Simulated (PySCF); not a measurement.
# Working out the ionisation energy of Ar

Ar [Ar] (1S) → Ar⁺ [Ne] 3s2 3p5 (2P). All numbers are calculated (PySCF 2.14, the spin-free X2C one-electron Hamiltonian (Gaussian nucleus), in cc-pVTZ-DK (5s4p2d1f, 34 functions)). Frozen: [Ne]. Energies in hartree (1 hartree = 27.21139 eV):

```csv
part,Ar (lower),Ar⁺ (upper)
UHF,-528.621423,-528.086487
CCSD correlation,-0.223577,-0.189325
(T),-0.006470,-0.004998
```

Problem. What does Hartree-Fock give?

Solution. (-528.086487) − (-528.621423) = 0.534936 hartree = 14.556 eV.

Problem. What do CCSD and CCSD(T) give?

Solution. The CCSD correlation energies differ by 0.034252 hartree = 0.932 eV and the triples by 0.001472 hartree = 0.040 eV, so CCSD gives 15.488 eV and CCSD(T) 15.528 eV.

Measured between the centres of the two terms (NIST): 15.819 eV, so CCSD(T) (valence) is off by -0.291 eV.

What remains against the reference includes basis incompleteness, the frozen core and higher excitations.
